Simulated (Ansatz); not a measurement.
# H₆NPSi: up Jacob's ladder to CCSD(T)

One table from this session's results is given with a row withheld; the runs are named, their logs left out.

The runs use Ansatz 0.2.0, Gaussian basis; functionals in def2-TZVPP, the program's frozen cores in correlated methods.

Levels to be run: LDA (SPW92), PBE-D4, revPBE-D4, BLYP-D4, r2SCAN-D4, B97M-V, PBE0-D4, B3LYP-D4, r2SCANh-D4, r2SCAN0-D4, HSE06-D4, BHLYP-D4, CAM-B3LYP-D4, LC-ωPBE, ωB97X-V, ωB97M-V, B2PLYP, PBE-QIDH; CCSD(T)/def2-SVP; CCSD(T)/def2-TZVPP; MP2/def2-QZVPP; extrapolation to the limit; RPA on PBE.

1 further run of the same task is left out (it didn't finish).

**Structure used throughout**

All runs share one geometry, relaxed beforehand with PBE0-D4 in a triple-zeta def2 set.

SMILES `[SiH3]NP`, 9 atoms, charge 0, spin multiplicity 1.

Atoms are counted from 1 here; the program's logs count them from 0.

Bond lengths: Si1–N2 1.726 Å, Si1–H4 1.488 Å, Si1–H5 1.486 Å, Si1–H6 1.488 Å, N2–P3 1.705 Å, N2–H7 1.006 Å, P3–H8 1.426 Å, P3–H9 1.426 Å. Angles: N2–Si1–H4 110.7°, N2–Si1–H5 108.0°, N2–Si1–H6 110.7°, H4–Si1–H5 109.9°, H4–Si1–H6 107.6°, H5–Si1–H6 109.9°, Si1–N2–P3 126.5°, Si1–N2–H7 119.7°, P3–N2–H7 113.8°, N2–P3–H8 100.3°, N2–P3–H9 100.3°, H8–P3–H9 92.2°.

Set-up of the first run:

Input file in.yaml:

```yaml
crystal:
  periodic: [false, false, false]
  atoms:
    - {symbol: Si, position_ang: [-0.450443, 0.661717, -0.852093]}
    - {symbol: N, position_ang: [0.867133, -0.083656, -0.022800]}
    - {symbol: P, position_ang: [0.765045, -1.074877, 1.360512]}
    - {symbol: H, position_ang: [-1.408162, -0.363213, -1.347663]}
    - {symbol: H, position_ang: [0.104194, 1.431033, -1.996662]}
    - {symbol: H, position_ang: [-1.196980, 1.573340, 0.056316]}
    - {symbol: H, position_ang: [1.806952, 0.056301, -0.353641]}
    - {symbol: H, position_ang: [-0.287848, -1.952614, 0.968869]}
    - {symbol: H, position_ang: [-0.111392, -0.294431, 2.170060]}
basis:
  gaussian: {orbitals: def2-TZVPP}
hamiltonian: {xc: lda}
output: {orbitals: {seedname: orbitals}}
```

Launch:

```console
ansatz run in.yaml --threads 2 --pin off --events-out ev --progress --plain --max-ram 4352MiB
```

Steps of the session up to this table: LDA; PBE-D4 (GGA); revPBE-D4 (GGA); BLYP-D4 (GGA); r2SCAN-D4 (meta-GGA); B97M-V (meta-GGA); B3LYP-D4 (hybrid); r2SCANh-D4 (hybrid); r2SCAN0-D4 (hybrid); HSE06-D4 (hybrid); BHLYP-D4 (hybrid); CAM-B3LYP-D4 (range-separated); LC-ωPBE (range-separated); ωB97X-V (range-separated); ωB97M-V (range-separated); B2PLYP (double hybrid); PBE-QIDH (double hybrid).

One of the session's tables, all rows but one given; the rest of the session is left out.

It belongs to the step «Orbital energies across the functionals». 

```
  functional  HOMO (eV)  gap (eV)
 LDA (SPW92)      -6.29      4.99
      PBE-D4      -6.21      5.13
   revPBE-D4      -6.17      5.19
     BLYP-D4      -6.08      5.13
   r2SCAN-D4      -6.44      5.72
      B97M-V      -6.58      5.65
     PBE0-D4      -7.37      7.16
    B3LYP-D4      -7.17      6.75
  r2SCANh-D4      -6.87      6.45
  r2SCAN0-D4      -7.51      7.54
    HSE06-D4      -6.97      6.39
    BHLYP-D4      -8.42      9.09
CAM-B3LYP-D4      -8.70      9.49
     LC-ωPBE          ?         ?
     ωB97X-V      -9.71     11.53
     ωB97M-V      -9.57     11.07
```

Q: Estimate the row for LC-ωPBE from the others.

**Answer.** HOMO (eV): -10.06; gap (eV): 12.05. In the column «HOMO (eV)» it is the lowest.
